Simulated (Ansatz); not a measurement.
**BFH₂S: how energies converge with the basis set**

The task here is to estimate one member of a computed series from the others.

Computed with Ansatz 0.2.0, Gaussian basis. Level: one geometry, several basis sets.

Plan: PBE0-D4/def2-SVP; ωB97M-V/def2-SVP; PBE0-D4/def2-QZVPP; the functionals' def2-TZVPP values are taken from earlier runs.

**The geometry**

The geometry comes from an earlier relaxation with PBE0-D4 in a triple-zeta def2 set; it is a stationary point.

SMILES `FBS`, 5 atoms, charge 0, spin multiplicity 1.

Atoms are counted from 1 here; the program's logs count them from 0.

Bond lengths: F1–B2 1.322 Å, B2–S3 1.794 Å, B2–H4 1.194 Å, S3–H5 1.342 Å. Angles: F1–B2–S3 117.9°, F1–B2–H4 119.5°, S3–B2–H4 122.6°, B2–S3–H5 94.9°.

As a file:

```xyz
5

F    -1.1191   -0.9059   -1.0692
B    -0.4128   -0.3391   -0.1061
S     0.9724    0.6986   -0.5794
H    -0.7120   -0.5309    1.0337
H     1.3214    1.0037    0.6796
```

The first run:

Contents of in.yaml:

```yaml
crystal:
  periodic: [false, false, false]
  atoms:
    - {symbol: F, position_ang: [-1.119107, -0.905887, -1.069200]}
    - {symbol: B, position_ang: [-0.412799, -0.339131, -0.106107]}
    - {symbol: S, position_ang: [0.972370, 0.698626, -0.579391]}
    - {symbol: H, position_ang: [-0.712014, -0.530924, 1.033689]}
    - {symbol: H, position_ang: [1.321449, 1.003717, 0.679609]}
basis:
  gaussian: {orbitals: def2-SVP}
hamiltonian: {xc: pbe0, dispersion: d4}
output: {orbitals: {seedname: orbitals}}
```

On the command line:

```sh
$ ansatz run in.yaml --threads 2 --pin off --events-out ev --progress --plain --max-ram 32768MiB --backend cpu
```

Steps of the session up to this table: PBE0-D4 in def2-SVP; ωB97M-V in def2-SVP; PBE0-D4 in def2-QZVPP.

One table of the session follows, with a row left open; its other results are not shown here.

It belongs to the step «Functionals by basis». 

```
functional       basis  HOMO (eV)
   PBE0-D4    def2-SVP      -8.24
   PBE0-D4  def2-TZVPP          ?
   PBE0-D4  def2-QZVPP      -8.38
   ωB97M-V    def2-SVP     -10.38
   ωB97M-V  def2-TZVPP     -10.54
```

**Question.** Estimate the row for PBE0-D4, def2-TZVPP.

**Answer.** HOMO (eV): -8.36. In the column «HOMO (eV)» it lies between PBE0-D4, def2-QZVPP (-8.38) and PBE0-D4, def2-SVP (-8.24).
